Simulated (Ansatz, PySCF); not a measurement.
Candidates: rock-salt BaO, stishovite (SiO2), rock-salt MgO, rock-salt SrO, rock-salt CaO, α-quartz (SiO2). Level: G0W0@PBE (Ansatz, a quantum-chemistry and plane-wave program, PySCF; the runs differ in potentials, basis or settings).

Measured gaps can lie in another order.

Spin–orbit coupling is included only where a level's name says +SOC; with heavier elements it mostly lowers gaps and can invert bands. Cells: G0W0@PBE at the measured cell.

Q: Which of them have a computed band gap between 6.7 and 9.1 eV?

A: stishovite (SiO2), rock-salt MgO. The values: rock-salt BaO 3.63 eV; stishovite (SiO2) 8.78 eV; rock-salt MgO 7.32 eV; rock-salt SrO 5.30 eV; rock-salt CaO 6.12 eV; α-quartz (SiO2) 9.40 eV.
